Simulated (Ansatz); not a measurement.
Predict the output of the script below (the Ansatz DFT code, driven from Python).

Script `energy.py`:
```python
"""Electronic structure of the C4H6N2 molecule."""

import ansatz as az

mol = (
    az.Crystal.molecule()
    .atom("C", (-1.9298, 0.4672, 0.0955))
    .atom("N", (-1.1367, -0.1422, -0.7107))
    .atom("C", (-0.0335, -0.872, -0.0708))
    .atom("C", (1.3006, -0.2123, -0.4125))
    .atom("C", (1.4861, 1.0281, 0.3512))
    .atom("N", (1.6321, 1.9955, 0.9761))
    .atom("H", (-1.8159, 0.4681, 1.1931))
    .atom("H", (-2.783, 1.0367, -0.3066))
    .atom("H", (-0.0381, -1.8904, -0.4767))
    .atom("H", (-0.158, -0.9692, 1.0157))
    .atom("H", (1.362, -0.0051, -1.4868))
    .atom("H", (2.1142, -0.9046, -0.1675))
)

calc = (
    mol.calculation()
    .basis(gaussian="def2-SVP")
    .functional(az.LibraryFunctional("wB97M-V"))
)
data = calc.session().plan(threads=1).execute().report

print(f"E = {data['free_energy_ev']:.6f} eV = {data['free_energy_ev'] / 27.211386246:.7f} Ha")
print("converged:", data["converged"], " doubts:", data["published_state_doubts"] or "none")
```

```console
$ python energy.py
E = -7215.979857 eV = -265.1823686 Ha
converged: True  doubts: none
```

Caveats:
- Total energies depend on the basis set; only differences at equal settings carry meaning.
- The geometry is a force-field or estimated start, not a minimum of this method, and the basis set is short of its limit.
- It ran for 16 s on 1 thread of Arm Neoverse V1, on a shared host, peak memory 0.34 GiB.
